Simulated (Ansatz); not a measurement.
A calculation on zinc-blende GaSb returned lattice constant a 6.111 Å, formation enthalpy -0.123 eV/atom.

For reference: lattice constant a 6.096 Å (measured, 300 K, not corrected to a static lattice; as tabulated in Vurgaftman et al. (2001), doi:10.1063/1.1368156); formation enthalpy -0.22 eV/atom (measured, 298 K, no zero-point or thermal correction; as tabulated in Zhang et al. (2018), doi:10.1038/s41524-018-0065-z).

### Question
Which level of theory produced these numbers?
A) rVV10 (Ansatz (a quantum-chemistry and plane-wave program))
B) PBEsol (Ansatz)
C) HSE06 (Ansatz)
D) PBE (Ansatz)

### Answer
B, PBEsol (Ansatz)

The others give: PBE 6.214 Å, -0.165 eV/atom; rVV10 6.243 Å, -0.145 eV/atom; HSE06 6.139 Å, -0.248 eV/atom.

Unless a cell is named, each level is at its own relaxed cell (HSE06 28.92, PBE 29.99, PBEsol 28.52, rVV10 30.42 Å³/atom).

Caveats: hybrids on metals are sensitive to the k mesh and can open a false gap (HSE06). Ansatz's density-functional and Hartree–Fock values are scalar-relativistic unless marked +SOC, with PAW data made under PBE.
